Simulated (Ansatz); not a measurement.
C₂Si, 3 atoms. The species carries charge 0 and has multiplicity 1. The bonds changed during the relaxation, so this is another structure than the one it started from. Hardware: A = 2 threads of an AMD EPYC 7R13 on a shared host; B = 2 threads of an AMD EPYC 7R13 on a shared host and a share of an NVIDIA H100 80 GB. Correlated methods freeze the cores. Open-shell runs search over several starts.

Q: Give the basis size and wall time and peak host memory of each of these runs in Ansatz. direct RPA on PBE orbitals/def2-TZVPP energy [A]; UHF-CCSD(T)/def2-TZVPP energy of the cation [A]; UKS PBE-D4/def2-TZVPP energy of the cation [A]; RKS ωB97X-V/def2-TZVPP energy [A]; RKS PBE0-D4/def2-QZVPP energy [A]; RKS PBE0-D4/def2-TZVP relaxation (4 steps) [A]; RKS ωB97M-V/def2-SVP energy [A]; UKS B3LYP-D4/def2-TZVPP energy of the cation [A]; UKS B2PLYP (frozen core)/def2-TZVPP energy of the cation [A]; UHF-CCSD(T)/def2-QZVPP energy of the cation [B]; RHF-CCSD(T)/def2-TZVPP energy [A]; UKS PBE0-D4/def2-TZVPP energy of the cation [A]. (Best estimate.)

A: Ansatz gave: Other jobs shared the machine, so times are rough.

```tsv
level	job	functions	wall time	peak host memory (GiB)
RKS ωB97M-V/def2-SVP	energy [A]	46	1.2 s	0.15
RKS PBE0-D4/def2-QZVPP	energy [A]	184	2.1 s	0.31
direct RPA on PBE orbitals/def2-TZVPP	energy [A]	104	2.1 s	0.16
RKS ωB97X-V/def2-TZVPP	energy [A]	104	2.4 s	0.21
UKS B3LYP-D4/def2-TZVPP	energy of the cation [A]	104	2.8 s	0.2
RHF-CCSD(T)/def2-TZVPP	energy [A]	104	3 s	0.32
UKS PBE0-D4/def2-TZVPP	energy of the cation [A]	104	3.5 s	0.2
UKS PBE-D4/def2-TZVPP	energy of the cation [A]	104	4.1 s	0.16
RKS PBE0-D4/def2-TZVP	relaxation (4 steps) [A]	99	6.5 s	0.18
UKS B2PLYP (frozen core)/def2-TZVPP	energy of the cation [A]	104	8.5 s	0.26
UHF-CCSD(T)/def2-QZVPP	energy of the cation [B]	184	14 s	0.82
UHF-CCSD(T)/def2-TZVPP	energy of the cation [A]	104	21 s	0.53
```

B3LYP here is the variant with VWN-RPA as its local correlation; programs differ in this.
